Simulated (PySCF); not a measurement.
Predicted microwave data (B3LYP/def2-SVPD in PySCF (dipole) on a GFN2-xTB geometry, gas phase) for one isomer of C4H3FO:

- Rotational constants: A = 18404, B = 1532, C = 1414 MHz
- Dipole components: |μa| = 0.46 D, |μb| = 0.94 D, |μc| = 0.00 D
- Inertial defect: 0.00 u·Å²
- κ: -0.99

Question: Which candidate fits, each taken in the one conformer that was computed?
A. `[O:1]=[C:2]=[CH:3]/[CH:4]=[CH:5]/[F:6]` with C2–C3–C4–C5 180°
B. `[CH:1]#[C:2][CH2:3][C:4](=[O:5])[F:6]` with C2–C3–C4–O5 106°
C. `[O:1]=[c:2]1[cH:3][c:4]1[CH2:5][F:6]` with C3–C4–C5–F6 0°
D. `CC#CC(=O)F`
E. `[O:1]=[C:2]=[CH:3]/[CH:4]=[CH:5]\[F:6]` with C2–C3–C4–C5 180°
F. `O=C1C=C(F)C1`

Answer: E. It is O=C=C/C=C\F, a near-prolate asymmetric top, point group Cs. The candidates at the same level (rigid rotor, commonest isotopes):

| SMILES | A (MHz) | B (MHz) | C (MHz) | μa (D) | μb (D) | μc (D) | Δ (u·Å²) | point group | rotor |
| --- | --- | --- | --- | --- | --- | --- | --- | --- | --- |
| CC#CC(=O)F | 10971 | 1762 | 1533 | 4.73 | 0.60 | 0.02 | -3.16 | near Cs | near-prolate asymmetric top |
| O=C=C/C=C/F | 28480 | 1309 | 1252 | 0.23 | 1.43 | 0.00 | 0.00 | Cs | near-prolate asymmetric top |
| O=C1C=C(F)C1 | 12688 | 2479 | 2102 | 2.35 | 0.23 | 0.00 | -3.19 | Cs | near-prolate asymmetric top |
| O=C=C/C=C\F | 18404 | 1532 | 1414 | 0.46 | 0.94 | 0.00 | 0.00 | Cs | near-prolate asymmetric top |
| C#CCC(=O)F | 7391 | 2420 | 2183 | 2.16 | 0.38 | 1.70 | -45.71 | C1 | near-prolate asymmetric top |
| O=c1cc1CF | 13130 | 1953 | 1719 | 2.62 | 0.59 | 0.00 | -3.23 | Cs | near-prolate asymmetric top |

`O=c1cc1CF` has A 29 % too low; `C#CCC(=O)F` has A 60 % too low; `CC#CC(=O)F` has A 40 % too low; `O=C1C=C(F)C1` has B 62 % too high; `O=C=C/C=C/F` has A 55 % too high. In the right answer the mirror of this Cs structure is the ab plane, so μc vanishes by symmetry. No structure here is proved a minimum.
